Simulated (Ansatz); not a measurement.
Input file:

```yaml
crystal:
  periodic: [false, false, false]
  atoms:
    - {symbol: Mn, position_ang: [0.000000, 0.000000, 0.349172]}
    - {symbol: C, position_ang: [0.000000, 0.000000, -1.275828]}
    - {symbol: H, position_ang: [0.000000, 0.890458, -1.914433]}
    - {symbol: H, position_ang: [0.000000, -0.890458, -1.914433]}
basis:
  gaussian: {orbitals: def2-SVP}
magnetization: {spin_polarized: false, initial_magnetization: 5}
correlation: {method: ccsdt_q, electrons: outside_noble_gas}
```

```sh
$ ansatz run in.yaml --threads 1 --pin off --events-out ev --progress --plain --max-ram 2393MiB
```

Output:

```
1091 factors; integrals over basis functions are off by at most 2.1e-7 eV
mean field evaluation 1: about -32336.1388 eV, gradient 2.8e1 eV
mean field evaluation 2: about -32336.2508 eV, gradient 2.8e1 eV
mean field evaluation 4: about -32339.1733 eV, gradient 7.4e0 eV
mean field evaluation 8: about -32339.8499 eV, gradient 1.4e0 eV
mean field evaluation 16: about -32339.8672 eV, gradient 6.4e-5 eV
mean field evaluation 32: about -32323.3947 eV, gradient 6.0e1 eV
mean field evaluation 64: about -32337.8998 eV, gradient 9.6e-5 eV
mean field evaluation 96: about -32336.6361 eV, gradient 2.0e1 eV
mean field evaluation 128: about -32337.3110 eV, gradient 1.9e1 eV
mean field evaluation 160: about -32333.2691 eV, gradient 2.2e1 eV
...
cycle  18  -8.65269175 eV  change   -9.5e-6 eV  update   3.0e-5
cycle  19  -8.65272183 eV  change   -3.0e-5 eV  update   1.6e-5
cycle  20  -8.65274525 eV  change   -2.3e-5 eV  update   1.1e-5
cycle  21  -8.65275760 eV  change   -1.2e-5 eV  update   7.1e-6
cycle  22  -8.65276857 eV  change   -1.1e-5 eV  update   4.0e-6
cycle  23  -8.65277148 eV  change   -2.9e-6 eV  update   3.0e-6
cycle  24  -8.65277176 eV  change   -2.8e-7 eV  update   2.0e-6
cycle  25  -8.65277269 eV  change   -9.3e-7 eV  update   1.4e-6
cycle  26  -8.65277283 eV  change   -1.4e-7 eV  update   9.2e-7
cycle  27  -8.65277330 eV  change   -4.7e-7 eV  update   6.1e-7
perturbative correction -0.02073258 eV, -0.0007619082 hartree
Total energy: -32348.54068507 eV, -1188.7869435480 hartree
```

Ran on 1 thread of Intel Xeon Platinum 8488C, shared host: 2.1 min wall, 1.2 GiB peak host memory.
